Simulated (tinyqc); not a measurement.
Inside a calculation. Method: Born-Oppenheimer dynamics on the RHF/sto-3g surface (energies and gradients from PySCF), for H2O, spin multiplicity 1. Computed by tinyqc, a small Python program that keeps every step (integrals from PySCF). Settings: charge = 0, multiplicity = 1, basis = sto-3g, time step (fs) = 0.5, steps = 16. Command: `OMP_NUM_THREADS=1 python tinyqc.py 27488 27489 out.jsonl` (the two numbers bound the seeds that draw the settings). One thread of a shared host (Intel(R) Xeon(R) Processor @ 2.60GHz), about 1 s of CPU time with the checks.

positions (bohr):
```
,x,y,z
1O,0.009449,-0.007559,-0.015118
2H,0.037795,1.470207,1.033680
3H,-0.071810,-1.390838,1.063916
```

The total energy should stay constant up to terms of order dt^2; the step counts as short enough if it moves by less than 2 % of the largest kinetic energy.

Trajectory:
```
time (fs),1O-2H (angstrom),potential (hartree),kinetic (hartree),total (hartree)
0.000000,0.959048,-74.95910339,0.00206019,-74.95704319
0.500000,0.970938,-74.96080289,0.00367287,-74.95713002
1.000000,0.984909,-74.96277896,0.00556416,-74.95721480
1.500000,0.998804,-74.96370352,0.00646642,-74.95723710
2.000000,1.010732,-74.96315373,0.00595580,-74.95719793
2.500000,1.019252,-74.96165807,0.00452431,-74.95713376
3.000000,1.023452,-74.96017405,0.00309436,-74.95707969
3.500000,1.022978,-74.95953808,0.00248264,-74.95705544
4.000000,1.018030,-74.96013331,0.00306629,-74.95706702
4.500000,1.009344,-74.96177921,0.00466855,-74.95711066
5.000000,0.998144,-74.96379259,0.00661916,-74.95717343
5.500000,0.986044,-74.96520755,0.00797620,-74.95723136
6.000000,0.974868,-74.96516931,0.00791834,-74.95725097
6.500000,0.966391,-74.96345137,0.00624644,-74.95720493
7.000000,0.962018,-74.96083347,0.00372825,-74.95710523
7.500000,0.962488,-74.95885986,0.00183837,-74.95702148
8.000000,0.967707,-74.95878507,0.00175651,-74.95702855
```

Is the time step short enough?

No. The total energy moves within 2.3e-04 hartree; that is over 2 % of the largest kinetic energy, so the time step is too long.
